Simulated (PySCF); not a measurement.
# SiN: from the state search to spectroscopic constants, part 1 of 2

Aim: find the lowest electronic state of SiN, scan its bond at several levels of theory, and get bond length, wavenumber and dissociation energy from each curve.

Method: Si aug-cc-pV(D+d)Z, N aug-cc-pVDZ, no relativity; program: PySCF 2.14.0.

## 1. Input

A driver script around PySCF takes these settings:

```yaml
atoms: Si, N
charge: 0
basis: Si aug-cc-pV(D+d)Z, N aug-cc-pVDZ
Hamiltonian: no relativity
basis_functions: 55
electrons_treated: 21
masses_in_u: 27.9769, 14.0031
levels: PBE0, PBE, r²SCAN, B97-3, MN15, BLYP, HSE06, HF, MP2, SCS-MP2, CCSD, CCSD(T)
grid: 80 radial by 434 angular points
occupations: held fixed by the projection of orbital angular momentum
dissociation_limit: Si + N, each in its ground configuration
starting_distance_in_angstrom: 1.770
values_of_2S_to_try: 1, 3, 5
```

After the search, every level is run at each distance in turn; below they are sorted by level.

## 2. State search with unrestricted PBE0

Unrestricted PBE0 solutions at 1.770 Å, counted from the lowest. The search isn't exhaustive.

| 2Ms+1 | unpaired | term | E (eV) | ⟨S²⟩ | ⟨Lz²⟩ | μ (D) |
| --- | --- | --- | --- | --- | --- | --- |
| 2 | π ↑ | ²Π | 0.00 | 0.79 | 1.01 | -3.00 |
| 2 | σ ↑ | ²Σ⁺ | 0.35 | 0.91 | 0.00 | -3.08 |
| 4 | π ↑↑↑ | ⁴Π | 2.16 | 3.77 | 1.01 | -0.46 |
| 4 | σ ↑, π ↑↑ | not assigned | 2.27 | 3.78 | 2.01 | -1.48 |
| 4 | σ ↑, π ↑↑ | not assigned | 2.74 | 3.76 | 2.01 | -1.53 |
| 2 | π ↑↑↓ | not assigned | 2.75 | 1.76 | 3.02 | -0.42 |
| 2 | σ ↓, π ↑↑ | not assigned | 2.92 | 1.78 | 2.02 | -1.42 |
| 2 | σ ↑, π ↑↓ | not assigned | 3.15 | 1.77 | 2.02 | -1.31 |
| 6 | σ ↑, π ↑↑↑↑ | ⁶Σ⁺ | 4.47 | 8.76 | 0.00 | 0.18 |
| 4 | σ ↑, π ↑↑ | ⁴Σ⁻ | 5.40 | 3.75 | 0.00 | -0.82 |
| 6 | σ ↑↑, π ↑↑↑ | ⁶Π | 7.37 | 8.76 | 1.01 | -0.56 |
| 6 | σ ↑↑, π ↑↑↑ | ⁶Π | 7.63 | 8.76 | 1.00 | 0.34 |

A term symbol stands only where ⟨S²⟩ and ⟨Lz²⟩ are near those of a pure state. A positive dipole means Si(−)N(+).

Followed over a short scan are these candidates:

| 2Ms+1 | unpaired | R at minimum (Å) | energy at minimum (eV) |
| --- | --- | --- | --- |
| 2 | σ ↑ | 1.57 | 0.00 |
| 2 | π ↑ | 1.65 | 0.05 |
| 4 | π ↑↑↑ | not bracketed | ≤ 2.27 |
| 6 | σ ↑, π ↑↑↑↑ | not bracketed | ≤ 4.33 |

The search made 12 SCF attempts at the starting distance; with the short scans it took 14 s of wall time (1 thread, shared host).

## 3. First curve: PBE0

State followed: ²Σ⁺ (doublet), unpaired electrons σ ↑. The scan is laid around 1.575 Å.

The SCF at the reference distance, 1.575 Å, printed:

```text
******** <class 'pyscf.dft.uks_symm.SymAdaptedUKS'> ********
method = SymAdaptedUKS
initial guess = minao
damping factor = 0
level_shift factor = 0
DIIS = <class 'pyscf.scf.diis.CDIIS'>
diis_start_cycle = 1
diis_space = 10
diis_damp = 0
SCF conv_tol = 1e-09
SCF conv_tol_grad = None
SCF max_cycles = 60
direct_scf = False
max_memory 909 MB (current use 315 MB)
number electrons alpha = 11  beta = 10
XC library pyscf.dft.libxc version 7.0.0
    S. Lehtola, C. Steigemann, M. J.T. Oliveira, and M. A.L. Marques.,  SoftwareX 7, 1–5 (2018)
XC functionals = PBE0
    C. Adamo and V. Barone.,  J. Chem. Phys. 110, 6158 (1999)
    M. Ernzerhof and G. E. Scuseria.,  J. Chem. Phys. 110, 5029 (1999)
small_rho_cutoff = 0
Overwritten attributes  get_j get_hcore get_k get_jk get_occ  of <class 'pyscf.dft.uks_symm.SymAdaptedUKS'>
Set gradient conv threshold to 3.16228e-05
init E= -343.903833298851
cycle= 1 E= -343.938138181709  delta_E= -0.0343  |g|= 0.0275  |ddm|= 0.19
cycle= 2 E= -343.935176212059  delta_E= 0.00296  |g|= 0.0797  |ddm|= 0.123
cycle= 3 E= -343.93863048057  delta_E= -0.00345  |g|= 0.00718  |ddm|= 0.101
cycle= 4 E= -343.938657513158  delta_E= -2.7e-05  |g|= 0.00223  |ddm|= 0.0171
cycle= 5 E= -343.938662012722  delta_E= -4.5e-06  |g|= 0.000464  |ddm|= 0.00468
cycle= 6 E= -343.938663837729  delta_E= -1.83e-06  |g|= 0.00023  |ddm|= 0.00539
cycle= 7 E= -343.938664265404  delta_E= -4.28e-07  |g|= 7.14e-05  |ddm|= 0.00315
cycle= 8 E= -343.938664304178  delta_E= -3.88e-08  |g|= 3.56e-05  |ddm|= 0.00106
cycle= 9 E= -343.938664306428  delta_E= -2.25e-09  |g|= 5.55e-06  |ddm|= 0.000194
cycle= 10 E= -343.93866430658  delta_E= -1.52e-10  |g|= 1.22e-06  |ddm|= 6.2e-05
Extra cycle  E= -343.938664306579  delta_E= 1.02e-12  |g|= 2.13e-06  |ddm|= 7.31e-06
converged SCF energy = -343.938664306579  <S^2> = 0.78239693  2S+1 = 2.0321387
```

Points of the scan, energies from the lowest:

| R (Å) | E (eV) | μ (D) | Mulliken charge of Si (e) | Mayer bond order | ⟨S²⟩ | HOMO (eV) | LUMO (eV) |
| --- | --- | --- | --- | --- | --- | --- | --- |
| 1.3545 | 1.7054 | -2.15 | 0.35 | 2.62 | 0.76 | -8.81 | -4.51 |
| 1.4175 | 0.7639 | -2.34 | 0.38 | 2.55 | 0.77 | -8.55 | -4.61 |
| 1.4805 | 0.2400 | -2.52 | 0.41 | 2.48 | 0.77 | -8.28 | -4.68 |
| 1.5277 | 0.0529 | -2.65 | 0.44 | 2.43 | 0.78 | -8.10 | -4.72 |
| 1.5750 | 0.0000 | -2.77 | 0.47 | 2.37 | 0.78 | -7.92 | -4.74 |
| 1.6222 | 0.0511 | -2.88 | 0.49 | 2.32 | 0.79 | -7.75 | -4.75 |
| 1.6853 | 0.2387 | -3.01 | 0.51 | 2.24 | 0.82 | -7.53 | -4.76 |
| 1.7640 | 0.5976 | -3.09 | 0.52 | 2.13 | 0.90 | -7.26 | -4.75 |
| 1.8585 | 1.1118 | -3.01 | 0.50 | 1.93 | 1.11 | -6.97 | -4.74 |
| 1.9845 | 1.7956 | -2.73 | 0.43 | 1.62 | 1.46 | -6.68 | -4.73 |

Fit: Re = 1.573 Å, ωe = 1169 cm⁻¹, ωexe = 6.84 cm⁻¹, αe = 0.00531 cm⁻¹, Be = 0.7298 cm⁻¹, De = 4.24 eV, μ = -2.77 D.

Orbitals nearest the gap at 1.575 Å:

| spin | orbital | ε (eV) | filled | made of |
| --- | --- | --- | --- | --- |
| α | σ | -22.59 | yes | N s 80 %, Si s 11 % |
| β | σ | -21.05 | yes | N s 73 %, Si s 15 % |
| α | σ | -12.51 | yes | Si s 49 %, N p 36 %, N s 14 % |
| β | σ | -10.71 | yes | Si s 72 %, N s 12 % |
| α | σ | -9.15 | yes | Si p 35 %, N p 30 %, Si s 28 % |
| α | π | -8.52 | yes | N p 75 %, Si p 22 % |
| α | π | -8.52 | yes | N p 75 %, Si p 22 % |
| β | π | -7.92 | yes | N p 65 %, Si p 32 % |
| β | π | -7.92 | yes | N p 65 %, Si p 32 % |
| β | σ | -4.74 | no | N p 48 %, Si p 30 %, N s 18 % |
| α | π | -1.86 | no | Si p 78 %, N p 12 %, Si d 10 % |
| α | π | -1.86 | no | Si p 78 %, N p 12 %, Si d 10 % |
| β | π | -1.56 | no | Si p 72 %, N p 19 %, Si d 9 % |

## 4. Higher solutions at PBE0

State 2: ²Π (doublet), unpaired electrons π ↑, an excited solution.

Output of the SCF at 1.575 Å:

```text
[... 13 set-up lines left out, the same as in an earlier log ...]
max_memory 909 MB (current use 368 MB)
[... 8 set-up lines left out, the same as in an earlier log ...]
init E= -343.908189566598
cycle= 1 E= -343.932700415823  delta_E= -0.0245  |g|= 0.0191  |ddm|= 0.193
cycle= 2 E= -343.932424673382  delta_E= 0.000276  |g|= 0.0296  |ddm|= 0.0818
cycle= 3 E= -343.932884197854  delta_E= -0.00046  |g|= 0.00733  |ddm|= 0.0566
cycle= 4 E= -343.932913331252  delta_E= -2.91e-05  |g|= 0.000476  |ddm|= 0.0104
cycle= 5 E= -343.932913885336  delta_E= -5.54e-07  |g|= 0.000241  |ddm|= 0.00188
cycle= 6 E= -343.932914252304  delta_E= -3.67e-07  |g|= 0.000118  |ddm|= 0.00211
cycle= 7 E= -343.932914359674  delta_E= -1.07e-07  |g|= 2.82e-05  |ddm|= 0.00164
cycle= 8 E= -343.932914362659  delta_E= -2.98e-09  |g|= 1.06e-05  |ddm|= 0.000238
cycle= 9 E= -343.932914362881  delta_E= -2.22e-10  |g|= 2.14e-06  |ddm|= 6.2e-05
Extra cycle  E= -343.932914362874  delta_E= 7.28e-12  |g|= 4.4e-06  |ddm|= 9.9e-06
converged SCF energy = -343.932914362874  <S^2> = 0.75715121  2S+1 = 2.0071385
```

Re = 1.646 Å, ωe = 1051 cm⁻¹, ωexe = 6.38 cm⁻¹, αe = 0.00500 cm⁻¹, Be = 0.6664 cm⁻¹, μ = -2.78 D. Its minimum lies 0.05 eV above that of the lowest state.

State 3: ⁴Π (quartet), unpaired electrons π ↑↑↑, an excited solution.

Output of the SCF at 1.575 Å:

```text
[... 14 set-up lines left out, the same as in an earlier log ...]
number electrons alpha = 12  beta = 9
[... 7 set-up lines left out, the same as in an earlier log ...]
init E= -343.794378985489
cycle= 1 E= -343.804803640759  delta_E= -0.0104  |g|= 0.0148  |ddm|= 0.209
cycle= 2 E= -343.804863060504  delta_E= -5.94e-05  |g|= 0.0111  |ddm|= 0.0549
cycle= 3 E= -343.804923792933  delta_E= -6.07e-05  |g|= 0.00211  |ddm|= 0.0247
cycle= 4 E= -343.804926123465  delta_E= -2.33e-06  |g|= 0.00016  |ddm|= 0.00505
cycle= 5 E= -343.804926150976  delta_E= -2.75e-08  |g|= 3.41e-05  |ddm|= 0.000668
cycle= 6 E= -343.80492615283  delta_E= -1.85e-09  |g|= 8.81e-06  |ddm|= 0.000218
cycle= 7 E= -343.804926152938  delta_E= -1.09e-10  |g|= 2.02e-06  |ddm|= 4.79e-05
Extra cycle  E= -343.804926152945  delta_E= -6.37e-12  |g|= 9.18e-07  |ddm|= 1.19e-05
converged SCF energy = -343.804926152945  <S^2> = 3.7649854  2S+1 = 4.0074857
```

Re = 1.912 Å, ωe = 633 cm⁻¹, ωexe = 3.30 cm⁻¹, αe = 0.00431 cm⁻¹, Be = 0.4941 cm⁻¹, μ = -0.98 D. Its minimum lies 2.27 eV above that of the lowest state.

State 4: ⁶Σ⁺ (sextet), unpaired electrons σ ↑, π ↑↑↑↑, an excited solution.

Log of the SCF at 1.575 Å:

```text
[... 14 set-up lines left out, the same as in an earlier log ...]
number electrons alpha = 13  beta = 8
[... 7 set-up lines left out, the same as in an earlier log ...]
init E= -343.697544372213
cycle= 1 E= -343.707478158138  delta_E= -0.00993  |g|= 0.0221  |ddm|= 0.197
cycle= 2 E= -343.707469521288  delta_E= 8.64e-06  |g|= 0.0215  |ddm|= 0.0836
cycle= 3 E= -343.707736175944  delta_E= -0.000267  |g|= 0.00389  |ddm|= 0.05
cycle= 4 E= -343.707744766901  delta_E= -8.59e-06  |g|= 0.000849  |ddm|= 0.00899
cycle= 5 E= -343.707745731975  delta_E= -9.65e-07  |g|= 0.000245  |ddm|= 0.00396
cycle= 6 E= -343.707745827079  delta_E= -9.51e-08  |g|= 2.66e-05  |ddm|= 0.00149
cycle= 7 E= -343.707745828335  delta_E= -1.26e-09  |g|= 4.84e-06  |ddm|= 0.000204
cycle= 8 E= -343.707745828352  delta_E= -1.65e-11  |g|= 1.12e-06  |ddm|= 2.06e-05
Extra cycle  E= -343.707745828353  delta_E= -1.82e-12  |g|= 5.99e-07  |ddm|= 7.15e-06
converged SCF energy = -343.707745828353  <S^2> = 8.75455  2S+1 = 6.0015165
```

No constants are quoted: no minimum is bracketed among the points kept.

Energy (eV) from the lowest point of the lowest state:

| R (Å) | lowest | state 2 | state 3 | state 4 |
| --- | --- | --- | --- | --- |
| 1.355 | 1.705 | 2.849 | 8.130 | 11.145 |
| 1.417 | 0.764 | 1.567 | 6.304 | 9.218 |
| 1.480 | 0.240 | 0.754 | 4.970 | 7.778 |
| 1.528 | 0.053 | 0.378 | 4.220 | 6.947 |
| 1.575 | 0.000 | 0.156 | 3.639 | 6.284 |
| 1.622 | 0.051 | 0.058 | 3.197 | 5.759 |
| 1.685 | 0.239 | 0.073 | 2.775 | 5.228 |
| 1.764 | 0.598 | 0.259 | 2.456 | 4.772 |
| 1.859 | 1.112 | 0.628 | 2.287 | 4.437 |
| 1.984 | 1.796 | 1.198 | 2.298 | 4.214 |

## 5. PBE (GGA)

Log of the SCF at 1.575 Å:

```text
[... 17 set-up lines left out, the same as in an earlier log ...]
XC functionals = PBE
    J. P. Perdew, K. Burke, and M. Ernzerhof.,  Phys. Rev. Lett. 77, 3865 (1996)
    J. P. Perdew, K. Burke, and M. Ernzerhof.,  Phys. Rev. Lett. 78, 1396 (1997)
    J. P. Perdew, K. Burke, and M. Ernzerhof.,  Phys. Rev. Lett. 77, 3865 (1996)
    J. P. Perdew, K. Burke, and M. Ernzerhof.,  Phys. Rev. Lett. 78, 1396 (1997)
[... 2 set-up lines left out, the same as in an earlier log ...]
init E= -343.922636845538
cycle= 1 E= -343.924450653377  delta_E= -0.00181  |g|= 0.0252  |ddm|= 0.234
cycle= 2 E= -343.913072105767  delta_E= 0.0114  |g|= 0.146  |ddm|= 0.228
cycle= 3 E= -343.924900743715  delta_E= -0.0118  |g|= 0.0127  |ddm|= 0.166
cycle= 4 E= -343.925017181646  delta_E= -0.000116  |g|= 0.00158  |ddm|= 0.0253
cycle= 5 E= -343.925028475452  delta_E= -1.13e-05  |g|= 0.000819  |ddm|= 0.013
cycle= 6 E= -343.925031340084  delta_E= -2.86e-06  |g|= 0.000254  |ddm|= 0.00847
cycle= 7 E= -343.925031467175  delta_E= -1.27e-07  |g|= 9.74e-05  |ddm|= 0.00167
cycle= 8 E= -343.92503147733  delta_E= -1.02e-08  |g|= 1.89e-05  |ddm|= 0.00044
cycle= 9 E= -343.925031477572  delta_E= -2.42e-10  |g|= 9.93e-06  |ddm|= 7.53e-05
Extra cycle  E= -343.92503147625  delta_E= 1.32e-09  |g|= 4.94e-05  |ddm|= 7.67e-05
converged SCF energy = -343.92503147625  <S^2> = 0.76069123  2S+1 = 2.0106628
```

Re = 1.589 Å, ωe = 1124 cm⁻¹, ωexe = 6.00 cm⁻¹, αe = 0.00527 cm⁻¹, Be = 0.7151 cm⁻¹, De = 4.96 eV, μ = -2.83 D. 11 s of CPU time for 12 points, integrals apart.

## 6. r²SCAN (meta-GGA)

Log of the SCF at 1.575 Å:

```text
[... 17 set-up lines left out, the same as in an earlier log ...]
XC functionals = R2SCAN
    J. W. Furness, A. D. Kaplan, J. Ning, J. P. Perdew, and J. Sun.,  J. Phys. Chem. Lett. 11, 8208-8215 (2020)
    J. W. Furness, A. D. Kaplan, J. Ning, J. P. Perdew, and J. Sun.,  J. Phys. Chem. Lett. 11, 9248-9248 (2020)
    J. W. Furness, A. D. Kaplan, J. Ning, J. P. Perdew, and J. Sun.,  J. Phys. Chem. Lett. 11, 8208-8215 (2020)
    J. W. Furness, A. D. Kaplan, J. Ning, J. P. Perdew, and J. Sun.,  J. Phys. Chem. Lett. 11, 9248-9248 (2020)
[... 2 set-up lines left out, the same as in an earlier log ...]
init E= -344.070623749586
cycle= 1 E= -344.071205445769  delta_E= -0.000582  |g|= 0.00364  |ddm|= 0.166
cycle= 2 E= -344.071125125626  delta_E= 8.03e-05  |g|= 0.0131  |ddm|= 0.0267
cycle= 3 E= -344.071223788238  delta_E= -9.87e-05  |g|= 0.00188  |ddm|= 0.0147
cycle= 4 E= -344.071226083589  delta_E= -2.3e-06  |g|= 0.00102  |ddm|= 0.00335
cycle= 5 E= -344.071226935232  delta_E= -8.52e-07  |g|= 0.000382  |ddm|= 0.00327
cycle= 6 E= -344.071227067499  delta_E= -1.32e-07  |g|= 8.68e-05  |ddm|= 0.00125
cycle= 7 E= -344.071227076492  delta_E= -8.99e-09  |g|= 1.87e-05  |ddm|= 0.000352
cycle= 8 E= -344.071227078229  delta_E= -1.74e-09  |g|= 1.56e-05  |ddm|= 0.000136
cycle= 9 E= -344.071227079477  delta_E= -1.25e-09  |g|= 2.16e-06  |ddm|= 0.000198
cycle= 10 E= -344.071227079505  delta_E= -2.72e-11  |g|= 4.3e-07  |ddm|= 3.4e-05
Extra cycle  E= -344.071227079503  delta_E= 1.31e-12  |g|= 1.75e-06  |ddm|= 2.62e-06
converged SCF energy = -344.071227079503  <S^2> = 0.78388947  2S+1 = 2.0336071
```

Re = 1.579 Å, ωe = 1152 cm⁻¹, ωexe = 6.81 cm⁻¹, αe = 0.00542 cm⁻¹, Be = 0.7249 cm⁻¹, De = 4.37 eV, μ = -2.69 D. 14 s of CPU time for 12 points, integrals apart.

(Continued in part 2 of 2.)
